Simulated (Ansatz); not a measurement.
# SiNH4 (quartet): from Hartree-Fock to the top rungs at distance Si1–H5 along a hydrogen transfer = 1.534 Å, cc-pVDZ

The task here is to estimate one member of a computed series from the others.

Computed with Ansatz 0.2.0, Gaussian basis. Level: cc-pVDZ, core rule «outside noble gas», up to 6 orbitals frozen.

To be run: UHF; CCSD(T) on ROHF; CCSD(T) on UHF; BCCD(T) on ROHF; CISD; CCSDT(Q) on ROHF; CCSDT(Q) on UHF; CASSCF and MRCISD+Q, 5 electrons in 5 orbitals; CASSCF and NEVPT2, 5 electrons in 5 orbitals.

9 further runs of the same task are left out: 1 for a mislabelled method, 8 that didn't finish.

## The geometry

The geometry derives from fragments relaxed apart (PBE0/def2-TZVP) and kept rigid, so it is no stationary point. A hydrogen atom is moved between rigid fragments.

6 atoms, charge 0, spin multiplicity 4.

Atoms are counted from 1 here; the program's logs count them from 0.

Bond lengths: Si1–H2 1.485 Å, Si1–H3 1.485 Å, Si1–H4 1.485 Å, Si1–H5 1.534 Å. Angles: H2–Si1–H3 109.5°, H2–Si1–H4 109.5°, H2–Si1–H5 109.5°, H3–Si1–H4 109.5°, H3–Si1–H5 109.5°, H4–Si1–H5 109.5°.

Set-up of the first run:

The input, in.yaml:

```yaml
crystal:
  periodic: [false, false, false]
  atoms:
    - {symbol: Si, position_ang: [-0.873538, 0.000000, 0.000000]}
    - {symbol: H, position_ang: [-1.368410, 1.399708, 0.000000]}
    - {symbol: H, position_ang: [-1.368409, -0.699854, 1.212183]}
    - {symbol: H, position_ang: [-1.368410, -0.699854, -1.212183]}
    - {symbol: H, position_ang: [0.660462, 0.000000, 0.000000]}
    - {symbol: N, position_ang: [1.999462, 0.000000, 0.000000]}
basis:
  gaussian: {orbitals: cc-pVDZ}
magnetization: {spin_polarized: true, initial_magnetization: 3}
hamiltonian: {xc: hf}
output: {orbitals: {seedname: orbitals}}
```

Launch:

```console
ansatz run in.yaml --threads 1 --pin off --events-out ev --progress --plain --max-ram 2393MiB
```

Steps of the session up to this table: UHF; CCSD(T) on ROHF; CCSD(T) on UHF; BCCD(T) on ROHF; CISD; CCSDT(Q) on ROHF; CCSDT(Q) on UHF; CASSCF and MRCISD+Q, 5 electrons in 5 orbitals; CASSCF and NEVPT2, 5 electrons in 5 orbitals.

One of the session's tables, all rows but one given; the rest of the session is left out.

```
     method  from UCCSDT(Q) (meV)
       ROHF                     ?
        UHF               +6969.4
       RMP2               +1483.3
       UMP2               +1460.5
       CISD                +714.6
      RCCSD                +165.6
      UCCSD                +161.1
   RCCSD(T)                 +35.1
   UCCSD(T)                 +33.6
    BCCD(T)                 +34.7
     RCCSDT                  +7.3
     UCCSDT                  +5.5
  RCCSDT(Q)                  +1.8
  UCCSDT(Q)                     0
CASSCF pair               +6668.8
NEVPT2 pair               +1433.8
```

Estimate the missing values for ROHF.

**Answer.** from UCCSDT(Q) (meV): +7198.8. In the column «from UCCSDT(Q) (meV)» it is the highest.

Not comparable, so not listed: CASSCF and MRCISD+Q, 5 electrons in 5 orbitals (they don't share determinant, frozen orbitals or solution with the rows shown, or repeat one).

Caveats from the session: Restricted and unrestricted rows rest on different reference determinants; where their highest levels disagree by more than a few hundredths of an eV, they describe different states and don't form one ladder. Warnings in the runs' records: passed over end.
